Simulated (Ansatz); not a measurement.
Geometry optimisation, UKS PBE-D4/6-31G* (Ansatz).

input.yaml

```yaml
crystal:
  periodic: [false, false, false]
  atoms:
    - { symbol: C, position_ang: [-0.353, 0.9424, -0.8632] }
    - { symbol: C, position_ang: [-0.3454, 0.318, 0.284] }
    - { symbol: Si, position_ang: [0.9126, -0.8861, 0.7589] }
    - { symbol: H, position_ang: [0.4119, 0.872, -1.6653] }
    - { symbol: H, position_ang: [-1.2114, 1.6757, -1.0877] }
    - { symbol: H, position_ang: [-1.1114, 0.4936, 1.0328] }
    - { symbol: H, position_ang: [2.15423, -0.74825, -0.04506] }
    - { symbol: H, position_ang: [1.24113, -0.7916, 2.17499] }
magnetization:
  spin_polarized: true
  initial_magnetization: 1
basis:
  gaussian: { orbitals: "6-31G*" }
hamiltonian:
  xc: pbe
  dispersion: d4
relax:
  f_tol: 0.015
  max_steps: 40
```

Command:

```bash
$ ansatz run input.yaml --threads 1 --pin off --max-ram 2048MiB --backend cpu --events-out ev --progress --plain --runs-dir out
```

Q: Where does it end, and by what steps?

A: The forces met the threshold. After 6 steps the energy has fallen by 0.210 eV; H8 moved furthest, 0.11 Å.

```json
{"step": "0", "energy less start (eV)": "0.0000", "largest force component (eV/Å)": "2.951", "accepted": "yes"}
{"step": "1", "energy less start (eV)": "-0.1696", "largest force component (eV/Å)": "0.927", "accepted": "yes"}
{"step": "2", "energy less start (eV)": "-0.1933", "largest force component (eV/Å)": "0.346", "accepted": "yes"}
{"step": "3", "energy less start (eV)": "-0.2007", "largest force component (eV/Å)": "0.274", "accepted": "yes"}
{"step": "4", "energy less start (eV)": "-0.2058", "largest force component (eV/Å)": "0.170", "accepted": "yes"}
{"step": "5", "energy less start (eV)": "-0.2101", "largest force component (eV/Å)": "0.016", "accepted": "yes"}
{"step": "6", "energy less start (eV)": "-0.2102", "largest force component (eV/Å)": "0.005", "accepted": "yes"}
```

```xyz
8
Properties=species:S:1:pos:R:3
C -0.394 0.989 -0.887
C -0.345 0.348 0.306
Si 0.955 -0.883 0.777
H 0.384 0.856 -1.649
H -1.207 1.677 -1.147
H -1.168 0.518 1.017
H 2.191 -0.756 -0.069
H 1.283 -0.874 2.243
```

Whether the end is a true minimum wasn't checked by a vibrational analysis.

Run time: 15 s on 1 thread of AMD EPYC 7R43 64-Core Processor (Zen 3), on a shared host, peak memory 0.15 GiB.
